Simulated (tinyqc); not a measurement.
Extended Hueckel theory, for BH3, step by step. One step of it, computed by the program tinyqc.

Question. Orbitals. Solve H C = S C e through S^(-1/2); fill by pairs from the bottom, a degenerate level sharing its electrons equally; each orbital has its largest coefficient positive (the first on a tie).

H (eV), lower triangle:
```
,1B 2s,1B 2px,1B 2py,1B 2pz,2H 1s,3H 1s,4H 1s
1B 2s,-15.200000
1B 2px,0.000000,-8.500000
1B 2py,0.000000,0.000000,-8.500000
1B 2pz,0.000000,0.000000,0.000000,-8.500000
2H 1s,-13.100539,-10.639410,0.000000,0.180008,-13.600000
3H 1s,-13.098847,5.313944,-9.216519,0.179973,-2.680462,-13.600000
4H 1s,-13.098847,5.313944,9.216519,0.179973,-2.680462,-2.675426,-13.600000
```

overlap S, lower triangle:
```
,1B 2s,1B 2px,1B 2py,1B 2pz,2H 1s,3H 1s,4H 1s
1B 2s,1.000000
1B 2px,0.000000,1.000000
1B 2py,0.000000,0.000000,1.000000
1B 2pz,0.000000,0.000000,0.000000,1.000000
2H 1s,0.519863,0.550196,0.000000,-0.009309,1.000000
3H 1s,0.519796,-0.274800,0.476614,-0.009307,0.112624,1.000000
4H 1s,0.519796,-0.274800,-0.476614,-0.009307,0.112624,0.112413,1.000000
```

valence electrons = 6

Give: orbital energies; occupations; coefficients; sum of one-electron energies.

Answer.

orbital energies (eV): -19.7624  -14.4105  -14.4079  -8.5012  12.3059  12.3374  27.7026

occupations: 2.0000  2.0000  2.0000  0.0000  0.0000  0.0000  0.0000

coefficients:
```
,MO1,MO2,MO3,MO4,MO5,MO6,MO7
1B 2s,0.5169,0.0000,-0.0001,0.0156,-0.0021,0.0000,1.6400
1B 2px,0.0000,0.0000,0.4014,0.0000,1.3731,0.0000,0.0027
1B 2py,0.0000,0.4013,0.0000,0.0000,0.0000,1.3739,0.0000
1B 2pz,0.0003,0.0000,0.0000,0.9998,0.0000,0.0000,-0.0309
2H 1s,0.2782,0.0000,0.5831,-0.0040,-1.0933,0.0000,-0.8548
3H 1s,0.2781,0.5050,-0.2916,-0.0040,0.5482,-0.9482,-0.8519
4H 1s,0.2781,-0.5050,-0.2916,-0.0040,0.5482,0.9482,-0.8519
```

sum of one-electron energies = -97.1616 eV
